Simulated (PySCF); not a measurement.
One molecule, one basis, several functionals.

Compound: diaminoborane, BH5N2.
Z-matrix (Å and degrees, PBE0-D3(BJ)/def2-SVP geometry), rows numbered from 1:
```
N 
B   1  1.4116
N   2  1.4117  1  123.39
H   1  1.0108  2  124.50  3     0.03
H   1  1.0085  2  121.86  3   179.86
H   2  1.2138  1  118.30  3  -179.99
H   3  1.0108  2  124.43  1     0.28
H   3  1.0084  2  121.90  1   179.73
```

PySCF, def2-SVPD basis, density fitting, gas phase, PBE0-D3(BJ)/def2-SVP geometry; singlet excitations by full TDDFT with frozen cores, triplets by Tamm–Dancoff TDDFT and ionisation energies by ΔSCF, from the lowest of the holes tried. One functional is left out:

```json
{"functional": "LDA", "exact exchange (%)": "0", "HOMO energy (eV)": "-5.75", "LUMO energy (eV)": "-0.12", "lowest singlet excitation (eV)": "5.66", "lowest triplet excitation (eV)": "5.53", "dipole moment (D)": "1.452", "mean polarisability (au)": "36.5", "vertical ionisation energy (eV)": "9.38"}
{"functional": "PBE", "exact exchange (%)": "0", "HOMO energy (eV)": "-5.58", "LUMO energy (eV)": "-0.11", "lowest singlet excitation (eV)": "5.51", "lowest triplet excitation (eV)": "5.34", "dipole moment (D)": "1.434", "mean polarisability (au)": "36.0", "vertical ionisation energy (eV)": "9.12"}
{"functional": "PBE0", "exact exchange (%)": "25", "HOMO energy (eV)": "-6.96", "LUMO energy (eV)": "0.55", "lowest singlet excitation (eV)": "6.19", "lowest triplet excitation (eV)": "5.97", "dipole moment (D)": "1.387", "mean polarisability (au)": "34.3", "vertical ionisation energy (eV)": "9.27"}
{"functional": "BHandHLYP", "exact exchange (%)": "50", "HOMO energy (eV)": "-8.27", "LUMO energy (eV)": "0.94", "lowest singlet excitation (eV)": "6.54", "lowest triplet excitation (eV)": "6.28", "dipole moment (D)": "1.321", "mean polarisability (au)": "33.0", "vertical ionisation energy (eV)": "9.29"}
```

Q: Predict the row of B3LYP (20 % exact exchange) by straight lines through the other rows, and check it.

A: 
| property | line | computed | computed − line | PBE0 (25 %), for comparison |
| --- | --- | --- | --- | --- |
| HOMO energy (eV) | -6.71 | -6.73 | -0.02 | -6.96 |
| LUMO energy (eV) | 0.34 | 0.23 | -0.11 | 0.55 |
| lowest singlet excitation (eV) | 6.00 | 5.92 | -0.08 | 6.19 |
| lowest triplet excitation (eV) | 5.80 | 5.73 | -0.07 | 5.97 |
| dipole moment (D) | 1.395 | 1.373 | -0.022 | 1.387 |
| mean polarisability (au) | 34.9 | 34.7 | -0.2 | 34.3 |
| vertical ionisation energy (eV) | 9.27 | 9.30 | +0.03 | 9.27 |

Q: Which of these properties follows the share of exact exchange most closely, and which least?

A: Most closely the HOMO energy, least the vertical ionisation energy; the correlations over the tabulated rows are HOMO energy -0.998, LUMO energy 0.992, dipole moment -0.991, mean polarisability -0.987, lowest singlet excitation 0.983, lowest triplet excitation 0.975, vertical ionisation energy 0.178. The HOMO energy moves by -0.521 eV for every 10 %. Functionals with the same share still differ in their other parts: at 0 % LDA and PBE differ by 0.17 eV in it.
